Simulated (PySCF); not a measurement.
Gas-phase reaction: H₃SiSiCl₃ → SiCl + 3 H + SiCl₂

Method: PySCF energies (xtb for GFN2) plus ideal-gas RRHO corrections (1 bar). † marks an energy on the PBE0/def2-TZVP geometry and frequencies; other levels use their own. MP2 freezes the core. 6-31G* has spherical d functions here. Open shells (unrestricted): SiCl (multiplicity 2), H (multiplicity 2); the rest are closed-shell singlets. GFN2 has no spin-polarisation term. Spin-orbit splitting is ignored; it lowers the true energy and changes the entropy of SiCl. H₃SiSiCl₃: computed as isolated molecules; such fragments, hydroxides, amides, oligomers or adducts are transient or little studied in the gas. MP2 isn't extrapolated to the basis-set limit.

LDA/def2-TZVP† gives ΔH°(298 K) = 1166 kJ.

Problem. What do MP2/def2-SVP†, HF/6-31G*, GFN2-xTB give?

Solution. MP2/def2-SVP†: 1030 kJ; HF/6-31G*: 866 kJ; GFN2-xTB: 1190 kJ. For scale, ΔH°(298 K) is 1166 kJ at this level, 1071 kJ at ωB97M-V/def2-TZVP†, and runs from 866 to 1190 kJ over the 19 levels computed.
